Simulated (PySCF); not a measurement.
C2H3O3S (doublet state).
Structure used (PBE0-D3(BJ)/def2-SVP), in Å, numbered top down from 1:
```
atom  x, y, z in Å
O1     2.318   -0.916   -0.088
S2     1.489   -0.253    0.906
O3     0.891    1.173    0.132
C4    -0.353    0.993   -0.368
C5    -0.807   -0.414   -0.189
O6    -0.025   -0.902    0.912
H7    -0.998    1.876   -0.368
H8    -1.868   -0.496    0.089
H9    -0.620   -1.050   -1.075
```

The species is `O=[S@]1O[CH]CO1` [radical].

Method: UKS B3LYP, IGLO-III on C O S, pcH-1 on H, non-relativistic, mean-field spin-orbit, GIAO (PySCF). Geometry: PBE0-D3(BJ)/def2-SVP, one conformer, isolated molecule. The SCF solution wasn't tested for stability.

Problem. The isotropic 17O couplings are -34.0, -18.9, -4.0 MHz. Assign them to O1; O3; O6.

Solution. 
```
site  a_iso (MHz)  ρ(0) (bohr⁻³)         position  distance from C4 (Å)  spin population  largest |T| (MHz)
  O1         -4.0        +0.0066  3 bonds from C4                  3.30             0.00                2.9
  O3        -34.0        +0.0563   1 bond from C4                  1.35            +0.07               49.0
  O6        -18.9        +0.0313  2 bonds from C4                  2.31             0.00                4.7
```

Problem. Match the computed a_iso(13C) values +152.4, -9.0 MHz with the sites C4; C5.

Solution. 
```
site  a_iso (MHz)  ρ(0) (bohr⁻³)                 position  distance from C4 (Å)  spin population  largest |T| (MHz)
  C4       +152.4        +0.1357  largest spin population                  0.00            +0.90              146.2
  C5         -9.0        -0.0080           1 bond from C4                  1.49            -0.05                2.5
```

Problem. The isotropic 1H couplings are +95.2, +39.9, -11.0 MHz. Assign them to H7; H8; H9.

Solution. 
```json
{"site": "H7", "a_iso (MHz)": "-11.0", "ρ(0) (bohr⁻³)": "-0.0025", "position": "α, 1 bond from C4", "distance from C4 (Å)": "1.09", "bound to": "C4", "spin population there": "+0.90", "largest |T| (MHz)": "35.8"}
{"site": "H8", "a_iso (MHz)": "+39.9", "ρ(0) (bohr⁻³)": "+0.0089", "position": "β, 2 bonds from C4", "distance from C4 (Å)": "2.17", "bound to": "C5", "spin population there": "-0.05", "largest |T| (MHz)": "8.6"}
{"site": "H9", "a_iso (MHz)": "+95.2", "ρ(0) (bohr⁻³)": "+0.0213", "position": "β, 2 bonds from C4", "distance from C4 (Å)": "2.18", "bound to": "C5", "spin population there": "-0.05", "largest |T| (MHz)": "9.0"}
```

ρ(0) is the spin density at the nucleus and T the dipolar tensor; a_iso includes a spin–orbit part. Largest spin populations (Mulliken): C4 (+0.90) and O3 (+0.07). No atom but C4 exceeds +0.15. The angles at C4 add up to 352.7°, so it is slightly pyramidal.

β density exceeds α density at some nuclei, such as C5 (-0.0080), H7 (-0.0025) and S2 (-0.0024), spin density in bohr⁻³. In a single determinant that takes different orbitals for the two spins, that is spin polarisation.

The run took 43 s on an Arm Neoverse V1 with one thread, no GPU (shared host).
